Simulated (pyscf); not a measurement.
Thermochemistry of product channels of H₃C–O⁻ + methanol (H₃C–OH) on the singlet surface, in kcal/mol, from CCSD(T)/def2-TZVPPD + ΔMP2(QZVPPD) energies (ideal gas, 1 atm, RRHO with modes under 100 cm⁻¹ raised to 100, one conformer, R ln 2 for chiral ones without a mode under 150 cm⁻¹). Optimised with ωB97X-D3(BJ)/def2-SVPD in PySCF. Correlated levels are frozen-core, on RHF or UHF. ΔMP2 is the change of the MP2 total energy from the triple- to the quadruple-zeta basis.

```json
[
 {"products": "formaldehyde (H₂C=O) + water (H₂O) + CH₃⁻", "ΔE": "+35.6", "ΔH(298 K)": "+31.2", "ΔG(298 K)": "+21.2", "ΔG(1200 K)": "…"},
 {"products": "formaldehyde (H₂C=O) + methane (CH₄) + hydroxide (HO⁻)", "ΔE": "…", "ΔH(298 K)": "+2.2", "ΔG(298 K)": "-6.1", "ΔG(1200 K)": "-32.5"}
]
```

Question: Some entries are withheld; supply them.

Answer: 
- formaldehyde (H₂C=O) + water (H₂O) + CH₃⁻, ΔG(1200 K): -10.6
- formaldehyde (H₂C=O) + methane (CH₄) + hydroxide (HO⁻), ΔE: +5.0

The channel to H₂C=O + H₂O + CH₃⁻ turns favourable between 298 and 1200 K (ΔG from +21.2 kcal/mol to -10.6 kcal/mol).

These are energies of the channels, which say nothing of barriers. The CCSD(T) − MP2 part came from Ansatz, without density fitting, on the same reference.
